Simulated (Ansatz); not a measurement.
The cluster Mg3H3⁺, relaxed as a singlet with RKS PBE-D4/def2-TZVP in Ansatz, starting from the PBE-D4/def2-TZVP geometry of the neutral doublet. Force threshold 0.02 eV/Å.

The structure comes from a short search, and lower isomers may exist.

Start:

Cartesian coordinates in Å:
```
Mg 0.667 1.706 0.319
Mg -0.250 -0.933 0.527
Mg -0.046 1.014 -2.521
H 1.414 -0.047 0.341
H -0.822 -2.550 0.600
H -0.963 0.809 0.734
```

```csv
step,energy (eV),largest force component (eV/Å),SCF passes
1,-16364.3150,1.137,16
2,-16364.5084,0.409,19
3,-16364.6261,0.243,19
4,-16364.6884,0.160,18
5,-16364.7182,0.106,18
6,-16364.7489,0.099,18
7,-16364.7817,0.103,18
8,-16364.8135,0.137,18
9,-16364.8458,0.144,18
10,-16364.8709,0.152,18
11,-16364.9064,0.072,18
12,-16364.9271,0.138,18
13,-16364.9350,0.242,18
14 (rejected),-16364.8895,0.445,18
15,-16364.9486,0.042,17
16,-16364.9517,0.011,17
17,-16364.9530,0.021,17
18,-16364.9530,0.018,17
```

Force components are those of the run's own axes.

End:

```csv
atom,x (Å),y (Å),z (Å)
Mg1,0.176,0.831,-0.761
Mg2,-0.250,-1.190,1.086
Mg3,0.628,2.980,-2.722
H4,1.176,-0.532,-0.104
H5,-0.513,-2.422,2.212
H6,-1.217,0.332,0.289
```

By distances, no bond broke or formed. The bond that changes most is Mg1–H6, from 1.91 to 1.81 Å (atoms count from 1).

The force fell under the threshold at step 16, but the optimiser went on. No frequencies were taken in this run, so the end may be a saddle point.

Run time 9 s (4 threads of Arm Neoverse V2 on a shared host).
